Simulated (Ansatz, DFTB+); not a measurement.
Voigt–Reuss–Hill bulk modulus (GPa) of solids drawn from the class of elemental solids other than molecular ones, at two levels: GFN1-xTB as cut by DFTB+ (DFTB+), and r²SCAN (PAW; Ansatz, an electronic-structure program).

| solid | GFN1-xTB as cut by DFTB+ | r²SCAN | shift (%) |
|---|---|---|---|
| hcp Be | 62.0 | 125 | +102 |
| hcp Os | 307 | 428 | +39 |
| hcp Tc | 116 | 320 | +176 |
| hcp Ru | 200 | 338 | +69 |
| hcp Zr | 30.6 | 95.1 | +211 |
| hcp Re | 102 | 388 | +280 |

The shifts run from +39 % to +280 %, with a median of +139 %.

Over all 6 rows r²SCAN is the larger in 6.

Ansatz's runs of these crystals have no spin polarisation.

Spin–orbit coupling is left out, also for the solids with elements from indium on (hcp Os, hcp Re); its size isn't shown.

Each level is taken at its own relaxed cell. Caveats: codes differ in how they cut the long-range tail of xTB's charge interaction in a crystal, so the value belongs to this code (GFN1-xTB as cut by DFTB+: hcp Be, hcp Os, hcp Tc, hcp Ru, hcp Zr, hcp Re); the method was fitted mainly to molecules (GFN1-xTB as cut by DFTB+: hcp Be, hcp Os, hcp Tc, hcp Ru, hcp Zr, hcp Re); the relaxed volume lies over a fifth from the starting cell (GFN1-xTB as cut by DFTB+: hcp Be, hcp Zr). Ansatz's density-functional and Hartree–Fock values are scalar-relativistic unless marked +SOC, with PAW data made under PBE.
